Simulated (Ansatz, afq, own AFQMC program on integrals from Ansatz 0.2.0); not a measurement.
Two steps: Ansatz 0.2.0 writes the Fock matrix and Cholesky factors of the valence space, and afq projects on them the lowest state that overlaps trial and start.

```yaml
crystal:
  periodic: [false, false, false]
  atoms:
    - {symbol: N, position_ang: [0.001986, 0.002583, -0.071414]}
    - {symbol: H, position_ang: [0.931127, -0.002562, 0.357291]}
    - {symbol: H, position_ang: [-0.488328, 0.797474, 0.346746]}
    - {symbol: H, position_ang: [-0.470402, -0.830804, 0.288354]}
basis:
  gaussian: {orbitals: "6-31++G**"}
total_charge: -1
magnetization: {spin_polarized: false, initial_magnetization: 1}
correlation: {method: ccsd_t, electrons: outside_noble_gas, hamiltonian_folder: ham}
```

```sh
$ ansatz run in.yaml --threads 1 --pin off --events-out ev --progress --plain --max-ram 1382MiB
```

Options of the walk:

```
--method phaseless --trial cisd --walkers 60 --populations 1 --least-time 40 --time-step 0.005 --steps-per-block 50 --equilibration-blocks 28 --max-blocks 300 --target-error 0.00036 --factor-cut 1e-05 --start spin_pure --seed 7895 --release-times 0.24,0.51,0.99,1.62,2.4 --release-step 0.03 --release-every 4 --taylor-order 6
```

Times are imaginary, in 1/Eh. The walk had a cap of 1011 s.

Log:

```
orbitals 36  electrons 5 4  factors 280 of 350
reference energy -56.15779866 Eh
CCSD correlation -0.21380881 Eh in 11 cycles, weight of the determinant in the CISD state 0.9264
energy of the start -56.371607 Eh
 block  time / (1/Eh)  mean weight  energy / Eh
     1     0.250  1.0000  -56.370483
     2     0.500  0.9967  -56.371843
     3     0.750  0.9999  -56.373239
     4     1.000  0.9987  -56.377803
     5     1.250  0.9997  -56.374244
     7     1.750  1.0002  -56.380259
     9     2.250  0.9992  -56.374345
    13     3.250  0.9981  -56.377059
    21     5.250  1.0006  -56.372812
    29     7.250  1.0036  -56.382438
    37     9.250  0.9992  -56.377834
    45    11.250  1.0017  -56.380508
    53    13.250  0.9992  -56.382643
    57    14.250  0.9979  -56.372336
    61    15.250  1.0023  -56.376529
    69    17.250  0.9987  -56.381566
    77    19.250  1.0009  -56.379457
    85    21.250  1.0002  -56.378288
    93    23.250  0.9991  -56.372361
   101    25.250  0.9983  -56.375887
   109    27.250  0.9992  -56.381162
   117    29.250  0.9985  -56.378441
   125    31.250  1.0007  -56.378550
   133    33.250  1.0026  -56.382629
   141    35.250  0.9988  -56.374278
   149    37.250  1.0006  -56.380983
   157    39.250  0.9977  -56.374816
   165    41.250  0.9993  -56.379666
   173    43.250  0.9978  -56.374953
   181    45.250  1.0010  -56.379659
   189    47.250  1.0007  -56.375086
   197    49.250  1.0003  -56.376914
blocks merged  error / Eh  count
     1  0.000259  170
     2  0.000292  85
     4  0.000345  42
     8  0.000334  21
    16  0.000370  10
released: time / (1/Eh)  energy / Eh  error  mean overlap
  0.24  -56.377875  0.000353  1.0054
  0.51  -56.377513  0.000323  1.0089
  0.99  -56.377488  0.000355  1.0152
  1.62  -56.377162  0.000461  1.0160
  2.40  -56.377292  0.000471  1.0091
energy -56.377564 +/- 0.000345 Eh
(rows thinned)
```

The run passed its tests (sampling time, drift between the halves within three errors, error under three times the target), which doesn't prove that it has relaxed.

Against this walk (error 9.4 meV) on the same determinant: CCSD(T) 29.1 meV higher, CCSDT(Q) 8.4 meV higher (within the noise). The error is statistical and leaves out the bias of the constraint. Released to 2.40 1/Eh the energy moves by 7 ± 16 meV (both errors), within twice the noise.

Cautions: constraint bias not in the error.

The walk took 4.1 min on 1 thread of Arm Neoverse V1, on a shared host. The log's last line is the phaseless energy.

CCSDT and higher add their correlation energy to the determinant of the CCSD(T) run, since their own runs factorise the integrals more tightly (a shift of under 2 meV). A walk keeps the symmetry of its determinant, which the program's search chose and which needn't be the lowest solution, so a lower state of the same spin and another symmetry isn't excluded.
